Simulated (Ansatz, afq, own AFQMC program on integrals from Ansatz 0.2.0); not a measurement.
**NH2S, doublet in cc-pVDZ along one coordinate**

```yaml
atoms:
  - { symbol: N, position_ang: [0.0000, -0.1878, 1.0997] }
  - { symbol: S, position_ang: [0.0000, 0.0962, -0.5000] }
  - { symbol: H, position_ang: [0.0000, 0.7404, 1.5312] }
  - { symbol: H, position_ang: [0.0000, -1.1895, -0.9067] }
```

The N1–S2 distance is changed with both sides rigid. Energies in kcal/mol count from this geometry (1.625 Å) at the same level; the start stands on UHF, each point on the determinant named.

Basis cc-pVDZ. Only valence electrons are correlated. Ansatz 0.2.0 and our own AFQMC program on the same integrals; the CISD trial comes from CCSD amplitudes, and released means the phaseless constraint is let go. Uncertainties: one standard error, sampling alone.

Cautions, each for one point or more: a spin-contaminated unrestricted determinant lies lower; higher spins were not checked; the ph-AFQMC/CISD walk drifts between its halves; unrestricted determinant spin contaminated; walk and cluster series may follow different spin states.

| r(N1–S2) / Å | det. | T1 | weight | ⟨S²⟩ | PBE | PBE0 | CCSD(T) |
| --- | --- | --- | --- | --- | --- | --- | --- |
| 1.441 | UHF | 0.018 | 0.88 | 0.77 | 26.2 | 24.0 | 27.1 |
| 1.832 | UHF | 0.032 | 0.85 | 0.78 | 4.3 | 6.5 | 3.4 |
| 2.242 | ROHF | 0.033 | 0.82 | pure | 36.7 | 41.5§ | 31.8 |
| 2.935 | UHF¶ | 0.013 | 0.89 | 1.74 | 71.7§ | 66.8§ | 55.7 |
| 4.448 | UHF¶ | 0.008 | 0.90 | 1.77 | 80.5§ | 72.1§ | 58.6 |

Q: Estimate the curve of CCSDT(Q), counted from the same start.

A: 
```csv
r(N1–S2) / Å,det.,T1,weight,⟨S²⟩,CCSDT(Q),ph-AFQMC/CISD,released AFQMC
1.441,UHF,0.018,0.88,0.77,27.3,27.0 ± 0.4,27.1 ± 0.6
1.832,UHF,0.032,0.85,0.78,3.1,2.4 ± 0.5,3.2 ± 0.9*
2.242,ROHF,0.033,0.82,pure,30.8,32.6 ± 0.6,33.0 ± 1.0*
2.935,UHF¶,0.013,0.89,1.74,54.4,53.7 ± 0.4,54.4 ± 0.7*
4.448,UHF¶,0.008,0.90,1.77,59.1,59.2 ± 0.3,59.4 ± 0.5*
```

Weight is that of the determinant in the CISD state; at the start T1 is 0.028 and the weight 0.87, and ⟨S²⟩ is 0.77. ¶ marks points with a poor determinant and no full CI, where no value is sure; they don't count among the departures. An asterisk marks released energies that aren't shown to be converged. § marks a functional whose ⟨S²⟩ is too high by over 0.1. Largest departures from CCSDT(Q), at the points where its series has closed: CCSD(T) 1.0 kcal/mol at 2.242 (on ROHF), ph-AFQMC/CISD 1.8 kcal/mol at 2.242 (on ROHF), PBE 5.9 kcal/mol at 2.242, PBE0 3.4 kcal/mol at 1.832. Functionals count only at points shown to share the start's state and spin. In this small basis the wave-function levels are far from their limit, so their gap to the functionals isn't the functionals' error.

A walk keeps the symmetry of its determinant, which the program's search chose and which needn't be the lowest solution, so a lower state of the same spin and another symmetry isn't excluded.
